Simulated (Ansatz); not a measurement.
A run of Ansatz (development build ahead of 0.2.0) on singlet C5H12 at this shape:

```json
{"atom": "C", "x (Å)": "0.0000", "y (Å)": "-0.3455", "z (Å)": "-2.7510"}
{"atom": "C", "x (Å)": "0.0000", "y (Å)": "0.5585", "z (Å)": "-1.3796"}
{"atom": "C", "x (Å)": "0.0000", "y (Å)": "-0.3380", "z (Å)": "0.0000"}
{"atom": "C", "x (Å)": "0.0000", "y (Å)": "0.5585", "z (Å)": "1.3796"}
{"atom": "C", "x (Å)": "0.0000", "y (Å)": "-0.3455", "z (Å)": "2.7510"}
{"atom": "H", "x (Å)": "0.0000", "y (Å)": "0.3345", "z (Å)": "-3.7262"}
{"atom": "H", "x (Å)": "0.9584", "y (Å)": "-1.0493", "z (Å)": "-2.8049"}
{"atom": "H", "x (Å)": "-0.9584", "y (Å)": "-1.0493", "z (Å)": "-2.8049"}
{"atom": "H", "x (Å)": "-0.9500", "y (Å)": "1.2803", "z (Å)": "-1.3761"}
{"atom": "H", "x (Å)": "0.9500", "y (Å)": "1.2803", "z (Å)": "-1.3761"}
{"atom": "H", "x (Å)": "0.9507", "y (Å)": "-1.0610", "z (Å)": "0.0000"}
{"atom": "H", "x (Å)": "-0.9507", "y (Å)": "-1.0610", "z (Å)": "0.0000"}
{"atom": "H", "x (Å)": "-0.9500", "y (Å)": "1.2803", "z (Å)": "1.3761"}
{"atom": "H", "x (Å)": "0.9500", "y (Å)": "1.2803", "z (Å)": "1.3761"}
{"atom": "H", "x (Å)": "0.0000", "y (Å)": "0.3345", "z (Å)": "3.7262"}
{"atom": "H", "x (Å)": "-0.9584", "y (Å)": "-1.0493", "z (Å)": "2.8049"}
{"atom": "H", "x (Å)": "0.9584", "y (Å)": "-1.0493", "z (Å)": "2.8049"}
```

Its results:

```json
{
 "Converged": "yes",
 "Reference energy": "-196.25442 hartree",
 "Correlation energy": "-0.75134 hartree",
 "Total energy": "-197.00576 hartree",
 "Spin squared of the determinant": "0.000"
}
```

**Question.** Which input gives this output? Name the method, the orbitals and the basis set, and write the input.

**Answer.** RHF-MP2 in cc-pVDZ. An unrestricted run that stays on the closed shell gives the same numbers.

```yaml
crystal:
  periodic: [false, false, false]
  atoms:
    - { symbol: C, position_ang: [0.0, -0.34546, -2.751] }
    - { symbol: C, position_ang: [0.0, 0.55853, -1.37956] }
    - { symbol: C, position_ang: [0.0, -0.33798, 0.0] }
    - { symbol: C, position_ang: [0.0, 0.55853, 1.37956] }
    - { symbol: C, position_ang: [0.0, -0.34546, 2.751] }
    - { symbol: H, position_ang: [0.0, 0.3345, -3.72622] }
    - { symbol: H, position_ang: [0.95841, -1.04934, -2.80491] }
    - { symbol: H, position_ang: [-0.95841, -1.04934, -2.80491] }
    - { symbol: H, position_ang: [-0.95005, 1.28033, -1.37611] }
    - { symbol: H, position_ang: [0.95005, 1.28033, -1.37611] }
    - { symbol: H, position_ang: [0.95073, -1.061, 0.0] }
    - { symbol: H, position_ang: [-0.95073, -1.061, 0.0] }
    - { symbol: H, position_ang: [-0.95005, 1.28033, 1.37611] }
    - { symbol: H, position_ang: [0.95005, 1.28033, 1.37611] }
    - { symbol: H, position_ang: [0.0, 0.3345, 3.72622] }
    - { symbol: H, position_ang: [-0.95841, -1.04934, 2.80491] }
    - { symbol: H, position_ang: [0.95841, -1.04934, 2.80491] }
basis:
  gaussian: { orbitals: cc-pVDZ }
hamiltonian:
  xc: hf
correlation:
  method: mp2
  frozen_orbitals: { C: 1, H: 0 }
```

Caution: no unrestricted run beside it, a lower state can exist.
